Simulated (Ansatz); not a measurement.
Born–Oppenheimer molecular dynamics of AlH3O (5 atoms, charge 0, multiplicity 1). It starts from a relaxed structure.

Method: RKS CAM-B3LYP-D4/def2-SVPD in Ansatz.

```yaml
ensemble: NVT, Langevin thermostat
time_step: 0.5 fs
steps_asked: 300
set_temperature: 2000 K
friction: 0.005 /fs
seed: 876459
```

First frame:

```xyz
5
Properties=species:S:1:pos:R:3
Al -0.032 -0.023 -0.039
O -0.055 -0.123 1.671
H -0.825 -0.174 2.240
H 1.393 0.048 -0.697
H -1.391 -0.009 -0.838
```

Task: How far do the bonds stretch over the last three quarters of this one trajectory? (Pairs bonded in most of those frames.)

Result: 
```csv
bond,mean (Å),spread (Å),shortest,longest
Al1–O2,1.720,0.074,1.59,1.83
Al1–H4,1.577,0.039,1.52,1.69
Al1–H5,1.593,0.054,1.44,1.75
O2–H3,0.971,0.037,0.91,1.06
```

Mean temperature of the second half: 1335 K. The mean temperature of the second half is 33 % below the set value. A run of 0.15 ps of so small a system gives no equilibrium averages.

The run took 6.5 min on 1 thread of Arm Neoverse V2, on a shared host, peak memory 0.13 GiB.
